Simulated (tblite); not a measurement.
Species: 1-penten-3-yne, C5H6.
Atom-mapped SMILES: `[CH2:1]=[CH:2][C:3]#[C:4][CH3:5]` (hydrogens: H6, H7 on C1; H8 on C2; H9, H10, H11 on C5)

Computed with GFN2-xTB (tblite), gas phase: Langevin dynamics at 200 K from the optimised GFN2-xTB geometry, time step 0.5 fs, friction 0.01 fs⁻¹, 2000 steps. The instantaneous temperature is 2·E(kin)/(3Nk) with all 3N coordinates.

```json
{"t (fs)": "0", "T (K)": "176", "E(pot) above start (eV)": "0.000", "C1=C2 (Å)": "1.328", "C2–C3 (Å)": "1.411", "C3≡C4 (Å)": "1.203", "C4–C5 (Å)": "1.445", "C1–H6 (Å)": "1.077"}
{"t (fs)": "50", "T (K)": "220", "E(pot) above start (eV)": "0.172", "C1=C2 (Å)": "1.333", "C2–C3 (Å)": "1.362", "C3≡C4 (Å)": "1.202", "C4–C5 (Å)": "1.475", "C1–H6 (Å)": "1.082"}
{"t (fs)": "100", "T (K)": "145", "E(pot) above start (eV)": "0.223", "C1=C2 (Å)": "1.285", "C2–C3 (Å)": "1.394", "C3≡C4 (Å)": "1.219", "C4–C5 (Å)": "1.448", "C1–H6 (Å)": "1.082"}
{"t (fs)": "150", "T (K)": "165", "E(pot) above start (eV)": "0.215", "C1=C2 (Å)": "1.353", "C2–C3 (Å)": "1.388", "C3≡C4 (Å)": "1.188", "C4–C5 (Å)": "1.440", "C1–H6 (Å)": "1.058"}
{"t (fs)": "200", "T (K)": "179", "E(pot) above start (eV)": "0.246", "C1=C2 (Å)": "1.329", "C2–C3 (Å)": "1.430", "C3≡C4 (Å)": "1.221", "C4–C5 (Å)": "1.419", "C1–H6 (Å)": "1.105"}
{"t (fs)": "250", "T (K)": "172", "E(pot) above start (eV)": "0.267", "C1=C2 (Å)": "1.318", "C2–C3 (Å)": "1.430", "C3≡C4 (Å)": "1.194", "C4–C5 (Å)": "1.425", "C1–H6 (Å)": "1.091"}
{"t (fs)": "300", "T (K)": "157", "E(pot) above start (eV)": "0.152", "C1=C2 (Å)": "1.352", "C2–C3 (Å)": "1.406", "C3≡C4 (Å)": "1.224", "C4–C5 (Å)": "1.454", "C1–H6 (Å)": "1.077"}
{"t (fs)": "350", "T (K)": "108", "E(pot) above start (eV)": "0.223", "C1=C2 (Å)": "1.308", "C2–C3 (Å)": "1.394", "C3≡C4 (Å)": "1.201", "C4–C5 (Å)": "1.417", "C1–H6 (Å)": "1.104"}
{"t (fs)": "400", "T (K)": "165", "E(pot) above start (eV)": "0.130", "C1=C2 (Å)": "1.318", "C2–C3 (Å)": "1.379", "C3≡C4 (Å)": "1.202", "C4–C5 (Å)": "1.457", "C1–H6 (Å)": "1.075"}
{"t (fs)": "450", "T (K)": "200", "E(pot) above start (eV)": "0.283", "C1=C2 (Å)": "1.314", "C2–C3 (Å)": "1.405", "C3≡C4 (Å)": "1.197", "C4–C5 (Å)": "1.446", "C1–H6 (Å)": "1.089"}
{"t (fs)": "500", "T (K)": "178", "E(pot) above start (eV)": "0.419", "C1=C2 (Å)": "1.313", "C2–C3 (Å)": "1.411", "C3≡C4 (Å)": "1.208", "C4–C5 (Å)": "1.489", "C1–H6 (Å)": "1.077"}
{"t (fs)": "550", "T (K)": "166", "E(pot) above start (eV)": "0.201", "C1=C2 (Å)": "1.340", "C2–C3 (Å)": "1.402", "C3≡C4 (Å)": "1.198", "C4–C5 (Å)": "1.461", "C1–H6 (Å)": "1.062"}
{"t (fs)": "600", "T (K)": "174", "E(pot) above start (eV)": "0.261", "C1=C2 (Å)": "1.323", "C2–C3 (Å)": "1.415", "C3≡C4 (Å)": "1.206", "C4–C5 (Å)": "1.440", "C1–H6 (Å)": "1.099"}
{"t (fs)": "650", "T (K)": "274", "E(pot) above start (eV)": "0.174", "C1=C2 (Å)": "1.329", "C2–C3 (Å)": "1.418", "C3≡C4 (Å)": "1.209", "C4–C5 (Å)": "1.453", "C1–H6 (Å)": "1.081"}
{"t (fs)": "700", "T (K)": "180", "E(pot) above start (eV)": "0.282", "C1=C2 (Å)": "1.319", "C2–C3 (Å)": "1.418", "C3≡C4 (Å)": "1.204", "C4–C5 (Å)": "1.461", "C1–H6 (Å)": "1.049"}
{"t (fs)": "750", "T (K)": "233", "E(pot) above start (eV)": "0.271", "C1=C2 (Å)": "1.328", "C2–C3 (Å)": "1.392", "C3≡C4 (Å)": "1.210", "C4–C5 (Å)": "1.458", "C1–H6 (Å)": "1.135"}
{"t (fs)": "800", "T (K)": "156", "E(pot) above start (eV)": "0.258", "C1=C2 (Å)": "1.334", "C2–C3 (Å)": "1.405", "C3≡C4 (Å)": "1.204", "C4–C5 (Å)": "1.423", "C1–H6 (Å)": "1.052"}
{"t (fs)": "850", "T (K)": "192", "E(pot) above start (eV)": "0.122", "C1=C2 (Å)": "1.331", "C2–C3 (Å)": "1.411", "C3≡C4 (Å)": "1.213", "C4–C5 (Å)": "1.438", "C1–H6 (Å)": "1.078"}
{"t (fs)": "900", "T (K)": "145", "E(pot) above start (eV)": "0.152", "C1=C2 (Å)": "1.326", "C2–C3 (Å)": "1.428", "C3≡C4 (Å)": "1.197", "C4–C5 (Å)": "1.477", "C1–H6 (Å)": "1.082"}
{"t (fs)": "950", "T (K)": "180", "E(pot) above start (eV)": "0.247", "C1=C2 (Å)": "1.333", "C2–C3 (Å)": "1.397", "C3≡C4 (Å)": "1.234", "C4–C5 (Å)": "1.492", "C1–H6 (Å)": "1.078"}
{"t (fs)": "1000", "T (K)": "215", "E(pot) above start (eV)": "0.112", "C1=C2 (Å)": "1.315", "C2–C3 (Å)": "1.448", "C3≡C4 (Å)": "1.191", "C4–C5 (Å)": "1.449", "C1–H6 (Å)": "1.082"}
```

**Question.** From 500 fs on, how do temperature and potential energy compare with equipartition?

**Answer.** The mean temperature of these 11 frames is 190 K against the target 200 K, and the mean potential energy 0.23 eV against 27 × kT/2 = 0.23 eV for 27 classical harmonic modes. For 11 atoms in a canonical ensemble the temperature itself scatters by T·√(2/(3N)) = 49 K; here its standard deviation is 36 K. The whole run lasts only 10 friction times of 100 fs, so these averages carry a wide statistical error.

**Question.** What are the kinetic and total energies of the listed frame with the highest potential energy?

**Answer.** The one at 500 fs, 0.419 eV above the start. Its kinetic energy is 3NkT/2 = 0.253 eV at 178 K, so the sum is 0.67 eV; over the listed frames the sum runs from 0.25 to 0.67 eV, since the thermostat adds and removes energy.

**Question.** How much do the listed bonds fluctuate from 500 fs on?

**Answer.** 
```json
{"bond": "C1=C2", "at the start (Å)": "1.328", "mean (Å)": "1.326", "standard deviation (Å)": "0.008"}
{"bond": "C2–C3", "at the start (Å)": "1.411", "mean (Å)": "1.413", "standard deviation (Å)": "0.015"}
{"bond": "C3≡C4", "at the start (Å)": "1.203", "mean (Å)": "1.207", "standard deviation (Å)": "0.011"}
{"bond": "C4–C5", "at the start (Å)": "1.445", "mean (Å)": "1.458", "standard deviation (Å)": "0.020"}
{"bond": "C1–H6", "at the start (Å)": "1.077", "mean (Å)": "1.079", "standard deviation (Å)": "0.022"}
```

The motion is classical and holds no zero-point motion.

The cost below is that of the whole dynamics run. The run took 6.3 s wall on Arm Neoverse V1, one thread, shared host with 32 logical CPUs at a one-minute load of 28, and the process peaked at 0.18 GiB of memory.
